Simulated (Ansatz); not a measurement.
Mulliken charges of H$_{5}$NSi, SMILES `N[SiH3]` from ωB97M-V/def2-TZVPP in Ansatz (PBE0-D4/def2-TZVP geometry).

```json
{"atom": "N1", "x (Å)": "-0.098", "y (Å)": "-1.071", "z (Å)": "-0.021", "charge (e)": "-0.368"}
{"atom": "Si2", "x (Å)": "0.128", "y (Å)": "0.633", "z (Å)": "-0.095", "charge (e)": "0.291"}
{"atom": "H3", "x (Å)": "-1.018", "y (Å)": "-1.458", "z (Å)": "-0.157", "charge (e)": "0.113"}
{"atom": "H4", "x (Å)": "0.419", "y (Å)": "-1.613", "z (Å)": "0.653", "charge (e)": "0.113"}
{"atom": "H5", "x (Å)": "-0.528", "y (Å)": "1.126", "z (Å)": "-1.333", "charge (e)": "-0.042"}
{"atom": "H6", "x (Å)": "-0.431", "y (Å)": "1.417", "z (Å)": "1.047", "charge (e)": "-0.065"}
{"atom": "H7", "x (Å)": "1.589", "y (Å)": "0.898", "z (Å)": "-0.139", "charge (e)": "-0.042"}
```

Question: By hand: the dipole of these point charges (1 e Å = 4.8032 D).

Answer: Σ q r = (-0.011, 0.054, 0.030) e Å, of length 0.063 e Å = 0.30 D.

Question: How does the dipole of the full density compare? (Best estimate.)

Answer: Computed: (-0.107, -0.214, 0.149) e Å, 1.35 D; the point charges give 0.22 times that, at 110° from its direction.

Point charges leave out the atoms' own dipoles, such as those of lone pairs, and Mulliken's split depends on the basis, so the two needn't agree.
